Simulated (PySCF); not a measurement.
# Structure from NMR data

An unknown has the formula C4H8O2. Its calculated NMR data are:

1H NMR (500 MHz, computed): δ 6.08 (br s, 1H), 2.28 (t, 2H), 1.64 (m, 2H), 1.02 (t, 3H).

13C{1H} NMR (computed): δ 178.3 (C), 37.5 (CH2), 21.9 (CH2), 15.6 (CH3).

PySCF calculation with geometry: GFN2-xTB and PBE0/pcSseg-1 with gauge-including orbitals; single conformer, non-relativistic, gas phase, equivalent nuclei averaged.

Chemical shifts δ = σref − σ; 1H (σref 31.72) and 13C (σref 186.93) vs TMS, all at this level.

Which candidate is it?
A. C1COCCO1
B. CC(C)C(=O)O
C. CCCC(=O)O
D. CC(C)OC=O
E. COCC(C)=O

Results:

C. 

1. The formula gives 1 degree of unsaturation (no ring in the answer).
2. 4 carbon signals for 4 carbons: no two carbons are equivalent.
3. Carbon types of the structure: 1 × C, 2 × CH2, 1 × CH3, leaving 1 H on heteroatoms.
4. δC 178.3: carboxylic acid carbon; lone-pair donation from the attached heteroatom keeps it upfield of a ketone carbonyl.
5. δC 21.9: sp3 CH2; a saturated carbon with 2 carbon neighbours and no heteroatom attached.
6. δH 6.08: hydrogen on an acid hydroxyl oxygen; exchangeable, gas-phase position.
7. δH 2.28: hydrogen on an sp3 CH2 α to a carbonyl; α to C=O.
8. δH 1.02: hydrogen on a methyl carbon; far from electronegative atoms and π systems.

The others: C1COCCO1 would give 1 carbon signal, not 4; CC(C)OC=O would give 3 carbon signals, not 4; COCC(C)=O has carbons computed at 213.6, 83.2, 61.0, 30.5, with a different DEPT pattern; CC(C)C(=O)O would give 3 carbon signals, not 4.

OH/NH shifts are gas-phase values; hydrogen bonding in solution moves them, usually downfield. Shifts are as computed. Against solution values, carbons near 30 ppm lie about +3 ppm off and those near 130 ppm about +5 ppm. Of 1211 compounds with measured shifts, 218 miss one by over three times the rms of a fit or turn the order of signals round; such compounds aren't used in these exercises. The C=O carbon of an acid or of an amide with N–H lies up to 10 ppm further downfield in solution, through hydrogen bonding that the calculation lacks. Multiplicities follow the n + 1 count of equivalent neighbours, as no J values were calculated; m marks all less simple cases, F and P coupling included.
